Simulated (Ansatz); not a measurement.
## C4H7ClS, SMILES CCC(=S)CCl: a ranking of conformers

Run with the Python package of Ansatz (0.2.0).

Script `conformers.py`:
```python
"""Conformer energies of C4H7ClS."""

import ansatz as az
from rdkit import Chem
from rdkit.Chem import AllChem


def main() -> None:
    rd = Chem.AddHs(Chem.MolFromSmiles("CCC(=S)CCl"))
    ids = list(AllChem.EmbedMultipleConfs(rd, numConfs=20, randomSeed=754, pruneRmsThresh=0.4))
    field = [energy for _, energy in AllChem.MMFFOptimizeMoleculeConfs(rd)]
    distinct = {round(e, 2): i for i, e in zip(ids, field)}
    chosen = sorted(distinct.items())[:4]
    found = []
    for force_field, index in chosen:
        geometry = az.Crystal.molecule()
        for atom, xyz in zip(rd.GetAtoms(), rd.GetConformer(index).GetPositions()):
            geometry = geometry.atom(atom.GetSymbol(), xyz.round(5).tolist())
        calculation = (
            geometry.calculation()
            .basis(gaussian="cc-pVDZ")
            .functional("PBE0")
        )
        found.append(calculation.run().report["free_energy_ev"])
    print("conformer   MMFF (kcal/mol)   this level (eV)")
    for (force_field, index), e in zip(chosen, found):
        print(f"{index:9d} {force_field - chosen[0][0]:17.2f} {(e - min(found)):17.3f}")


if __name__ == "__main__":
    main()
```

Running `python conformers.py` prints:
```text
conformer   MMFF (kcal/mol)   this level (eV)
        7              0.00             0.000
        6              0.87             0.033
```

The conformers keep their force-field geometries. Timing: 13 s on 1 thread of Arm Neoverse V2 (shared host), peak memory 0.41 GiB.
